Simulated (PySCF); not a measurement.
Molecule: Fluoroborane Ion, [BFH]+.

Molfile (atoms numbered from 1):
```
BFH
     RDKit          3D

  3  2  0  0  0  0  0  0  0  0999 V2000
    0.0008   -0.0019   -0.0081 B   0  0  0  0  0  0  0  0  0  0  0  0
    1.2151    0.0144   -0.0260 F   0  0  0  0  0  0  0  0  0  0  0  0
   -1.1930   -0.0175    0.0090 H   0  0  0  0  0  0  0  0  0  0  0  0
  1  2  1  0
  1  3  1  0
M  CHG  1   1   1
M  END
```

Spin–spin couplings on one PBE0-D3(BJ)/def2-SVP geometry, PySCF 2.14.0 with density-fitted response routines, gas phase, non-relativistic, equivalent pairs averaged; isotopes ¹¹B, ¹H, ¹⁹F; functional B3LYP.

How do the couplings (Hz) change with the basis set? Times are CPU seconds on shared hosts with different chips, so compare them loosely. Far from the basis limit: pcJ-0, 6-31G*, def2-TZVP, cc-pVTZ.

## Answers


```tsv
basis set	functions	¹J(B1,H3)	¹J(B1,F2)	²J(F2,H3)	core-s
pcJ-0	29	379.0	-245.8	75.4	0.57
6-31G*	30	390.5	22.9	74.9	0.52
pcJ-1	64	443.9	-113.9	98.1	0.8
def2-TZVP	68	418.1	-118.7	89.7	0.99
cc-pVTZ	74	429.9	-334.6	92.9	1.1
aug-cc-pVTZ-J	112	449.0	-99.1	99.7	1.7
pcJ-2	126	443.3	-97.0	99.5	2
```

The Fermi-contact term samples the wavefunction at the nucleus, which is why sets with added tight s functions (names with J) are made for couplings.
